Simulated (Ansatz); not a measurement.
# SiH₄S (triplet): from Hartree-Fock to the top rungs at distance Si1–H5 along a hydrogen transfer = 1.674 Å, cc-pVDZ

The task here is to estimate one member of a computed series from the others.

Program: Ansatz 0.2.0, Gaussian basis. Level of theory: cc-pVDZ, core rule «outside noble gas», up to 10 orbitals frozen. These are calculated values, not measurements.

The runs, in order: UHF; CCSD(T) on ROHF; CCSD(T) on UHF; BCCD(T) on ROHF; CISD; CCSDT(Q) on ROHF; CCSDT(Q) on UHF; CASSCF and MRCISD+Q, 4 electrons in 4 orbitals; CASSCF and NEVPT2, 4 electrons in 4 orbitals.

11 further runs of the same task are left out: 1 for a mislabelled method, 10 that didn't finish.

### The geometry

The geometry derives from fragments relaxed apart (PBE0/def2-TZVP) and kept rigid, so it is no stationary point. A hydrogen atom is moved between rigid fragments.

6 atoms, charge 0, spin multiplicity 3.

Atoms are counted from 1 here; the program's logs count them from 0.

Bond lengths: Si1–H2 1.485 Å, Si1–H3 1.485 Å, Si1–H4 1.485 Å, Si1–H5 1.674 Å, H5–S6 1.633 Å. Angles: H2–Si1–H3 109.5°, H2–Si1–H4 109.5°, H2–Si1–H5 109.5°, H3–Si1–H4 109.5°, H3–Si1–H5 109.5°, H4–Si1–H5 109.5°, Si1–H5–S6 180.0°.

Coordinates:

```
Si   -1.6551    0.0000    0.0000
H    -2.1500    1.3997    0.0000
H    -2.1500   -0.6999    1.2122
H    -2.1500   -0.6999   -1.2122
H     0.0189    0.0000    0.0000
S     1.6519    0.0000    0.0000
```

The first run:

in.yaml reads:

```yaml
crystal:
  periodic: [false, false, false]
  atoms:
    - {symbol: Si, position_ang: [-1.655128, 0.000000, 0.000000]}
    - {symbol: H, position_ang: [-2.150000, 1.399708, 0.000000]}
    - {symbol: H, position_ang: [-2.149999, -0.699854, 1.212183]}
    - {symbol: H, position_ang: [-2.150000, -0.699854, -1.212182]}
    - {symbol: H, position_ang: [0.018872, 0.000000, 0.000000]}
    - {symbol: S, position_ang: [1.651872, 0.000000, 0.000000]}
basis:
  gaussian: {orbitals: cc-pVDZ}
magnetization: {spin_polarized: true, initial_magnetization: 2}
hamiltonian: {xc: hf}
output: {orbitals: {seedname: orbitals}}
```

Launch:

```bash
$ ansatz run in.yaml --threads 1 --pin off --events-out ev --progress --plain --max-ram 2393MiB
```

Steps of the session up to this table: UHF; CCSD(T) on ROHF; CCSD(T) on UHF; BCCD(T) on ROHF; CISD; CCSDT(Q) on ROHF; CCSDT(Q) on UHF; CASSCF and MRCISD+Q, 4 electrons in 4 orbitals; CASSCF and NEVPT2, 4 electrons in 4 orbitals.

One table of the session follows, with a row left open; its other results are not shown here.

| method | from UCCSDT(Q) (meV) |
| --- | --- |
| ROHF | +7598.2 |
| UHF | +7357.5 |
| RMP2 | +1459.0 |
| UMP2 | +1501.9 |
| CISD | +878.7 |
| RCCSD | ? |
| UCCSD | +186.4 |
| RCCSD(T) | +38.5 |
| UCCSD(T) | +38.9 |
| BCCD(T) | +38.3 |
| RCCSDT | +8.8 |
| UCCSDT | +8.1 |
| RCCSDT(Q) | +0.4 |
| UCCSDT(Q) | 0 |

Q: Estimate the row for RCCSD from the others.

As computed: from UCCSDT(Q) (meV): +192.0. In the column «from UCCSDT(Q) (meV)» it lies between UCCSD (+186.4) and CISD (+878.7).

Left out of the table: CASSCF pair, NEVPT2 pair, MRCISD pair, MRCISD+Q pair (the active space lost an orbital or holds another state than full CI finds).

To keep in mind: Restricted and unrestricted rows rest on different reference determinants; where their highest levels disagree by more than a few hundredths of an eV, they describe different states and don't form one ladder. Warnings in the runs' records: passed over end.
